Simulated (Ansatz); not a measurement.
Geometry optimisation, Ansatz 0.2.0, UKS revPBE/def2-SVP.

input.yaml

```yaml
crystal:
  periodic: [false, false, false]
  atoms:
    - { symbol: Si, position_ang: [0.012553, 0.0, -0.075598] }
    - { symbol: H, position_ang: [0.083759, -1.0e-06, 1.403885] }
    - { symbol: H, position_ang: [1.414517, 0.0, -0.615869] }
    - { symbol: H, position_ang: [-0.720182, 1.232892, -0.522129] }
    - { symbol: H, position_ang: [-0.720182, -1.232892, -0.522131] }
    - { symbol: Cl, position_ang: [-0.069065, 1.0e-06, 3.963242] }
magnetization:
  spin_polarized: true
  initial_magnetization: 1
basis:
  gaussian: { orbitals: def2-SVP }
hamiltonian:
  xc: revpbe
relax:
  f_tol: 0.03
  max_steps: 50
```

Launched with:

```bash
$ ansatz run input.yaml --threads 1 --pin off --max-ram 2048MiB --backend cpu --events-out ev --progress --plain --runs-dir out
```

**Question.** Where does it end, and by what steps?

**Answer.** The forces met the threshold. The force dipped under the threshold on the way, but the program's further checks kept it going. After 13 steps the energy has fallen by 0.483 eV; H2 moved furthest, 0.94 Å. Parted: Si1–H2 (1.48 → 2.62 Å). Joined: H2–Cl6 (2.56 → 1.31 Å).

```tsv
step	energy less start (eV)	largest force component (eV/Å)	accepted
0	0.0000	0.824	yes
1	-0.0262	0.444	yes
2	-0.1024	0.352	yes
3	-0.1989	0.440	yes
4	-0.3125	0.512	yes
5	-0.3267	1.236	yes
6	-0.4344	0.336	yes
7	-0.4598	0.663	yes
8	-0.4474	0.234	no
9	-0.4760	0.096	yes
10	-0.4798	0.027	yes
11	-0.4733	0.718	no
12	-0.4821	0.033	yes
13	-0.4829	0.027	yes
```

```xyz
6
Properties=species:S:1:pos:R:3
Si 0.010 0.000 -0.276
H 0.060 0.000 2.342
H 1.429 0.000 -0.772
H -0.733 1.250 -0.657
H -0.733 -1.250 -0.657
Cl -0.033 0.000 3.652
```

Whether the end is a true minimum wasn't checked by a vibrational analysis.

Time of the run: 16 s on 1 thread of Intel(R) Xeon(R) 6975P-C (Granite Rapids) (shared host), peak memory 0.14 GiB.
